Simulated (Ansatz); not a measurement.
Species: hydrazine, N2H4, net charge 0, singlet state. 
Structure (B3LYP-D3(BJ)/def2-TZVP (Ansatz, a first-principles code) minimum search):
SMILES: NN
```xyz
6

N     -0.0129     0.7139    -0.0827
N      0.0114    -0.7158    -0.0646
H      0.2269     1.1174     0.8176
H     -0.9512     1.0064    -0.3221
H     -0.2103    -1.0959     0.8505
H      0.9449    -1.0146    -0.3149
```

Basis-set convergence of Hartree-Fock and CCSD(T) correlation energies (hartree) with Ansatz. Valence correlation only, unless marked. No spin-orbit coupling. No relativistic terms.

```json
[
 {"basis": "def2-SVP", "functions": "48", "E(HF)": "-111.09268", "E(corr, CCSD(T))": "-0.38267"},
 {"basis": "def2-TZVPP", "functions": "118", "E(HF)": "-111.22969", "E(corr, CCSD(T))": "-0.47330"},
 {"basis": "def2-QZVPP", "functions": "234", "E(HF)": "-111.23555", "E(corr, CCSD(T))": "-0.50193"}
]
```

Extrapolating the two largest sets (X = 3 and 4) as X^-3: E(corr) = (64·(-0.50193) - 27·(-0.47330))/37 = -0.5228 Eh, an estimate of the basis-set limit. The largest set recovers 96.0 % of it, the smallest 73.2 %.
